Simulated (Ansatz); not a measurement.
# CHSi₂ (doublet): from Hartree-Fock to the top rungs, cc-pVDZ

How much of the correlation energy of CHSi₂ (doublet) does each wave-function method recover here?

The runs use Ansatz 0.2.0, Gaussian basis; cc-pVDZ, core rule «outside noble gas», up to 11 orbitals frozen.

The runs, in order: UHF; CCSD(T) on ROHF; CCSD(T) on UHF; BCCD(T) on ROHF; CISD; CCSDT(Q) on ROHF; CCSDT(Q) on UHF; CASSCF and MRCISD+Q, 9 electrons in 9 orbitals; CASSCF and NEVPT2, 9 electrons in 9 orbitals.

21 further runs of the same task are left out: 7 that didn't finish, 14 set aside as unsound or not needed.

**1. The system**

The geometry is a PBE0/def2-TZVP stationary point (not a proven minimum).

4 atoms, charge 0, spin multiplicity 2.

Atoms are counted from 1 here; the program's logs count them from 0.

Bond lengths: C1–Si2 1.773 Å, C1–Si3 1.773 Å, C1–H4 1.085 Å, Si2–Si3 2.427 Å. Angles: Si2–C1–Si3 86.4°, Si2–C1–H4 136.8°, Si3–C1–H4 136.8°, C1–Si2–Si3 46.8°, C1–Si3–Si2 46.8°.

Geometry (Å):

```
atom    x (Å)     y (Å)     z (Å)
  C1  0.00000  -1.03330   0.00000
 Si2  0.00000   0.25896   1.21371
 Si3  0.00000   0.25896  -1.21371
  H4  0.00000  -2.11868   0.00000
```

**2. UHF**

The input, in.yaml:

```yaml
crystal:
  periodic: [false, false, false]
  atoms:
    - {symbol: C, position_ang: [0.000000, -1.033304, 0.000000]}
    - {symbol: Si, position_ang: [0.000000, 0.258963, 1.213707]}
    - {symbol: Si, position_ang: [0.000000, 0.258963, -1.213707]}
    - {symbol: H, position_ang: [0.000000, -2.118684, 0.000000]}
basis:
  gaussian: {orbitals: cc-pVDZ}
magnetization: {spin_polarized: true, initial_magnetization: 1}
hamiltonian: {xc: hf}
output: {orbitals: {seedname: orbitals}}
```

Started as:

```
$ ansatz run in.yaml --threads 1 --pin off --events-out ev --progress --plain --max-ram 2393MiB
```

Further steps of the session: CCSD(T) on ROHF; CCSD(T) on UHF; BCCD(T) on ROHF; CISD; CCSDT(Q) on ROHF; CCSDT(Q) on UHF; CASSCF and MRCISD+Q, 9 electrons in 9 orbitals; CASSCF and NEVPT2, 9 electrons in 9 orbitals.

Q: Predict the results of all the runs planned. Wanted: UCCSDT(Q) below the RHF energy; RMP2 from UCCSDT(Q); UMP2 from UCCSDT(Q); RCCSD from UCCSDT(Q); RCCSD(T) from UCCSDT(Q); UCCSD(T) from UCCSDT(Q); RCCSDT(Q) from UCCSDT(Q); MRCISD+Q frontier from UCCSDT(Q); T1 diagnostic.

**Answer**, as computed:

```
                         quantity                      value
   UCCSDT(Q) below the RHF energy                 -9.1260 eV
              RMP2 from UCCSDT(Q)                +1321.7 meV
              UMP2 from UCCSDT(Q)                +1381.6 meV
             RCCSD from UCCSDT(Q)                 +511.7 meV
          RCCSD(T) from UCCSDT(Q)                  +72.4 meV
          UCCSD(T) from UCCSDT(Q)                  +74.1 meV
         RCCSDT(Q) from UCCSDT(Q)                   +2.0 meV
 MRCISD+Q frontier from UCCSDT(Q)                 +135.4 meV
levels within 1 kcal/mol (43 meV)  RCCSDT, UCCSDT, RCCSDT(Q)
                    T1 diagnostic                      0.022
```

What this shows: RCCSD(T) lands +72.4 meV from the yardstick (0.8 % of the correlation energy). These misses are within one basis, not against nature; the frozen cores of restricted and unrestricted runs differ, which can shift their rows.
